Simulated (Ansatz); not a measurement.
We consider diamond-structure Si, described by r²SCANh (Ansatz, a first-principles code, plane waves, PAW).

Numerical settings: plane-wave cutoff 520 eV, 8×8×8 k mesh, Fermi–Dirac smearing 0.01 eV, scalar-relativistic PAW data made under PBE.

Results at a series of volumes:

```tsv
V (Å³/atom)	E − E_lowest (meV/atom)
19.079	17.10
19.581	4.07
20.155	0.00
20.585	3.61
21.087	14.16
```

Q: What bulk modulus B0 and pressure derivative B′ does a third-order Birch–Murnaghan fit give?

A: V0 = 20.087 Å³/atom, B0 = 99.6 GPa, B′ = 4.2 (fit to the energies at full precision).

Measured, for comparison: bulk modulus 101 GPa (0 K value with zero-point phonon effects removed; as tabulated in Sun et al. (2011), doi:10.1103/physrevb.84.035117); equilibrium volume per atom 19.91 Å³/atom (static lattice: zero-point anharmonic expansion removed; as tabulated in Mejia-Rodriguez and Trickey (2018), arXiv:1807.09216). Computed (rounded) less measured: bulk modulus -1 %, equilibrium volume per atom +0.9 %.
